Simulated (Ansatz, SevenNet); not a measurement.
For chalcopyrite CuGaSe2, the machine-learned potential SevenNet-l3i5 (trained on PBE and PBE+U data) gives:

| Quantity | Value |
|---|---|
| equilibrium lattice constant a | 5.667 Å |
| lattice parameter c | 11.255 Å |
| bulk modulus B0 | 61.2 GPa |

Question: What does r²SCAN (PAW; Ansatz, a program for electronic structure) give for the same quantities?

Answer: 
- lattice constant a: 5.609 Å (falls by 1.0 %)
- lattice parameter c: 11.095 Å (shrinks by 1.4 %)
- bulk modulus: 69.7 GPa (rises by 14 %)

For comparison: lattice constant a 5.619 Å (measured, 293 K, no zero-point or thermal correction, sources range from 5.596 to 5.619; as tabulated in Souilah et al., J. Solid State Chem. 183, 2274 (2010), by the Crystallography …); lattice parameter c 11.026 Å (measured, 293 K, no zero-point or thermal correction; as tabulated in Souilah et al., J. Solid State Chem. 183, 2274 (2010), by the Crystallography …).

Changes are worked out from the printed values.

Unless a cell is named, each level is at its own relaxed cell (SevenNet-l3i5 22.59, r²SCAN 21.81 Å³/atom).

Ansatz's density-functional and Hartree–Fock values are scalar-relativistic unless marked +SOC, with PAW data made under PBE.
